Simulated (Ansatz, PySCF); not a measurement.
Species: methanethiol, CH₄S, net charge 0, singlet state. 
Structure (B3LYP-D3(BJ)/def2-TZVP (Ansatz, a first-principles code) minimum search):
SMILES: SC
```xyz
6

C     -0.0402     1.1565     0.0077
S     -0.0524    -0.6664    -0.0048
H      1.2792    -0.8404     0.0008
H     -1.0838     1.4664     0.0045
H      0.4371     1.5427     0.9058
H      0.4463     1.5550    -0.8800
```

Total electronic energies in hartree. Correlated levels leave the core frozen unless marked. No spin-orbit coupling. Non-relativistic. CBS marks a two-point X^-3 extrapolation of the correlation energy; Hartree-Fock from the larger set. The bracket is a focal-point correction in the basis named.

```
level                                                                 program  energy (Eh)
-------------------------------------------------------------  --------------  -----------
RI-HF/cc-pV(T+d)Z                                                      Ansatz   -437.75850
PBE-D3(BJ)/def2-TZVPD                                          Ansatz + dftd3   -438.49820
TPSS-D4/def2-TZVPD                                              PySCF + dftd4   -438.76536
r2SCAN-D3(BJ)/def2-TZVPD                                       Ansatz + dftd3   -438.67241
PBE0/STO-3G                                                            Ansatz   (withheld)
HSE06-D3(BJ)/def2-TZVPD                                        Ansatz + dftd3   -438.52849
wB97M-V/def2-TZVPD                                                     Ansatz   -438.67275
RI-MP2/def2-TZVPP                                                      Ansatz   -438.11534
SCS-MP2/aug-cc-pV(D+d)Z                                                Ansatz   -438.03972
CCSD/cc-pwCVTZ                                                         Ansatz   -438.16034
CCSD/cc-pV(Q+d)Z                                                       Ansatz   -438.18502
CCSD(T)/cc-pwCVTZ                                                      Ansatz   -438.17648
RI-MP2/CBS(def2-TZVPP,def2-QZVPP)+[CCSD(T)-MP2]/def2-TZVPP             Ansatz    -438.2260
RI-MP2/CBS(def2-TZVPPD,def2-QZVPPD)+[CCSD(T)-MP2]/def2-TZVPPD          Ansatz    -438.2255
CCSD(T)/CBS(cc-pV(T+d)Z,cc-pV(Q+d)Z)                                   Ansatz    -438.2208
```

Q: Some entries are withheld; supply them.

A: 
- PBE0/STO-3G, energy (Eh): -433.62812
